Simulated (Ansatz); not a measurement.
# How far each method lies from RCCSDT(Q) for H3Si–NH2, singlet

Geometry: a PBE0/def2-TZVP stationary point for this spin, not checked as a minimum.

```json
{"atom": "Si", "x (Å)": "-0.0113", "y (Å)": "0.0000", "z (Å)": "0.5726"}
{"atom": "N", "x (Å)": "0.0538", "y (Å)": "0.0000", "z (Å)": "-1.1465"}
{"atom": "H", "x (Å)": "0.6843", "y (Å)": "-1.2207", "z (Å)": "1.0558"}
{"atom": "H", "x (Å)": "0.6843", "y (Å)": "1.2207", "z (Å)": "1.0558"}
{"atom": "H", "x (Å)": "-1.3785", "y (Å)": "0.0000", "z (Å)": "1.1752"}
{"atom": "H", "x (Å)": "-0.2111", "y (Å)": "-0.8283", "z (Å)": "-1.6548"}
{"atom": "H", "x (Å)": "-0.2111", "y (Å)": "0.8283", "z (Å)": "-1.6548"}
```

Basis cc-pVDZ; Ansatz 0.2.0. Only valence electrons are correlated (noble-gas cores frozen), which leaves 14 electrons in 51 orbitals. R marks a restricted (for open shells ROHF) determinant. Active spaces: frontier = (8e, 8o) about the gap.

Full CI isn't at hand for all of this; RCCSDT(Q) serves as the reference, and is uncertain by about the last step of the cluster series.

```
UHF ⟨S²⟩                          : 0.000
T1 diagnostic (RCCSD)             : 0.0096
largest doubles amplitude (RCCSD) : 0.030
```

```
                  level  E − E(RCCSDT(Q)) (mEh)  share of correlation (%)  wall time
                    RHF                  324.91                      0.00          –
                   RMP2                   42.91                     86.79          –
                   CISD                   35.35                     89.12      1.8 s
                  RCCSD                    8.00                     97.54          –
               RCCSD(T)                    1.20                     99.63     0.72 s
                BCCD(T)                    1.17                     99.64      0.9 s
                 RCCSDT                    0.53                     99.84          –
CASSCF (frontier space)                  218.48                     32.76          –
NEVPT2 (frontier space)                   50.73                     84.39      6.5 s
```

The correlation energy at RCCSDT(Q), counted from RHF, is -8.841 eV. That run took 28 s on 1 thread of Arm Neoverse V1, shared host.

Times hold each run's SCF and search for its determinant on a shared host, so for small cases they say little of a method's own cost; they ran on 1 thread of Arm Neoverse V1.

Atomization energy (electronic, same basis, no zero-point term; atoms at the same level, unrestricted beside the R rows where the molecule is a closed shell, with restricted open-shell steps beyond CCSDT(Q)) at RCCSDT(Q): 1942.4 kJ/mol. Errors of other levels:

```
   level  error (kJ/mol)
     RHF          -451.4
    RMP2           -14.7
    CISD           -83.6
   RCCSD           -15.2
RCCSD(T)            -1.6
 BCCD(T)            -1.3
  RCCSDT            -1.2
```

This basis is far from its limit, so the value isn't to be set against a measured one. Truncated CI isn't size-consistent, which counts against it in atomization.
